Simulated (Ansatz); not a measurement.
# H2S (triplet): from Hartree-Fock to the top rungs at distance H1–H2 along a hydrogen transfer = 0.974 Å, cc-pVDZ

How much of the correlation energy of H2S (triplet) does each wave-function method recover here?

Computed with Ansatz 0.2.0, Gaussian basis. Level: cc-pVDZ, core rule «outside noble gas», up to 5 orbitals frozen.

The runs, in order: UHF; CCSD(T) on ROHF; CCSD(T) on UHF; BCCD(T) on ROHF; CISD; CCSDT(Q) on ROHF; CCSDT(Q) on UHF; CCSDTQ on ROHF; CCSDTQ on UHF; CASSCF and MRCISD+Q, 4 electrons in 4 orbitals; CASSCF and NEVPT2, 4 electrons in 4 orbitals; CASSCF and MRCISD+Q, 8 electrons in 6 orbitals; CASSCF and MRCISD+Q(relaxed), 8 electrons in 6 orbitals; CASSCF and NEVPT2, 8 electrons in 6 orbitals; Full CI.

## 1. The system

The geometry derives from fragments relaxed apart (PBE0/def2-TZVP) and kept rigid, so it is no stationary point. A hydrogen atom is moved between rigid fragments.

3 atoms, charge 0, spin multiplicity 3.

Atoms are counted from 1 here; the program's logs count them from 0.

Bond lengths: H2–S3 1.418 Å.

## 2. UHF

Input file in.yaml:

```yaml
crystal:
  periodic: [false, false, false]
  atoms:
    - {symbol: H, position_ang: [0.000000, 0.000000, -1.122000]}
    - {symbol: H, position_ang: [0.000000, 0.000000, -0.148000]}
    - {symbol: S, position_ang: [0.000000, 0.000000, 1.270000]}
basis:
  gaussian: {orbitals: cc-pVDZ}
magnetization: {spin_polarized: true, initial_magnetization: 2}
hamiltonian: {xc: hf}
output: {orbitals: {seedname: orbitals}}
```

On the command line:

```
ansatz run in.yaml --threads 1 --pin off --events-out ev --progress --plain --max-ram 2816MiB --backend cpu
```

Further steps of the session: CCSD(T) on ROHF; CCSD(T) on UHF; BCCD(T) on ROHF; CISD; CCSDT(Q) on ROHF; CCSDT(Q) on UHF; CCSDTQ on ROHF; CCSDTQ on UHF; CASSCF and MRCISD+Q, 4 electrons in 4 orbitals; CASSCF and NEVPT2, 4 electrons in 4 orbitals; CASSCF and MRCISD+Q, 8 electrons in 6 orbitals; CASSCF and MRCISD+Q(relaxed), 8 electrons in 6 orbitals; CASSCF and NEVPT2, 8 electrons in 6 orbitals; Full CI.

Q: Predict the results of all the runs planned. Wanted: FCI below the RHF energy; RMP2 from FCI; UMP2 from FCI; RCCSD from FCI; RCCSD(T) from FCI; UCCSD(T) from FCI; RCCSDT(Q) from FCI; UCCSDT(Q) from FCI; NEVPT2 pair from FCI.

**Answer**, as computed:

| quantity | value |
| --- | --- |
| FCI below the RHF energy | -4.4112 eV |
| RMP2 from FCI | +72.2 kJ/mol |
| UMP2 from FCI | +75.5 kJ/mol |
| RCCSD from FCI | +9.7 kJ/mol |
| RCCSD(T) from FCI | +1.9 kJ/mol |
| UCCSD(T) from FCI | +1.9 kJ/mol |
| RCCSDT(Q) from FCI | +0.1 kJ/mol |
| UCCSDT(Q) from FCI | 0.0 kJ/mol |
| NEVPT2 pair from FCI | +64.8 kJ/mol |
| MRCISD+Q pair from FCI | -0.7 kJ/mol |
| NEVPT2 valence from FCI | +81.3 kJ/mol |
| levels within 1 kcal/mol (43 meV) | RCCSD(T), UCCSD(T), BCCD(T), RCCSDT, UCCSDT, RCCSDT(Q), UCCSDT(Q), RCCSDTQ, UCCSDTQ, MRCISD+Q pair, MRCISD+Q valence, MRCISD+Q(relaxed) valence |
| T1 diagnostic | 0.027 |
| effectively unpaired electrons | 2.03 |

**Reading.** RCCSD(T) misses by +1.9 kJ/mol, 0.4 % of the correlation energy. MRCISD+Q pair, MRCISD+Q valence, MRCISD+Q(relaxed) valence fall below full CI: the +Q correction isn't variational, and the cores differ from full CI's. One determinant dominates. Of the multireference levels listed MRCISD+Q pair comes nearest in total energy (-0.7 kJ/mol), which doesn't show that its space is the better one. These misses are within one basis, not against nature; the frozen cores of restricted and unrestricted runs differ, which can shift their rows.
